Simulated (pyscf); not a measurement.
`[O]=[Ta]([OH])([OH])[OH]` + `[H][H]` -> `[OH][TaH]([OH])([OH])[OH]`, an addition across a multiple bond or ene-type step (singlet surface; H–H broken, H–O, H–Ta formed). PySCF, gas phase, ωB97X-D3(BJ)/def2-SVP geometries. Energies in kcal/mol from the separated reactants.

Small-basis levels: PySCF, no dispersion term, spherical d functions. AM1 to PM7: differences of heats of formation from MOPAC, which are fitted to 298 K values and so differ in kind from electronic energies by zero-point and thermal terms. Cost: rough CPU time at the saddle relative to B3LYP/6-31G*+LANL2DZ, from one job on a shared machine.

```csv
level,barrier,reaction energy,cost
HF/6-31G*+LANL2DZ,51.4,+7.6,0.1
SVWN5/6-31G*+LANL2DZ,22.6,+3.2,1
BP86/6-31G*+LANL2DZ,(withheld),+14.7,1
PBE/6-31G*+LANL2DZ,35.0,+13.3,2
B3LYP/LANL2DZ,40.1,+8.9,0.8
B3LYP/6-311+G**+LANL2DZ,34.5,+7.4,2
B3LYP/def2-SVP,30.6,+7.7,1
PM6,(withheld),+80.4,under 0.02
PM7,100.9,+87.9,under 0.02
ωB97M-D3(BJ)/def2-TZVP,(withheld),+6.5,–
```

Problem. What belongs in the gaps?

Solution. 
- BP86/6-31G*+LANL2DZ, barrier: 36.3
- PM6, barrier: 84.9
- ωB97M-D3(BJ)/def2-TZVP, barrier: 30.9

Against the last row the barrier runs from -8.3 (SVWN5/6-31G*+LANL2DZ) to +70.0 kcal/mol (PM7). ωB97M-D3(BJ)/def2-TZVP has limits of its own. At the saddle there is also a short H–Ta contact that neither side keeps. This is the saddle that the search found; another between the same sides may lie lower. In the def2 sets elements past Kr carry core potentials, without spin-orbit coupling.
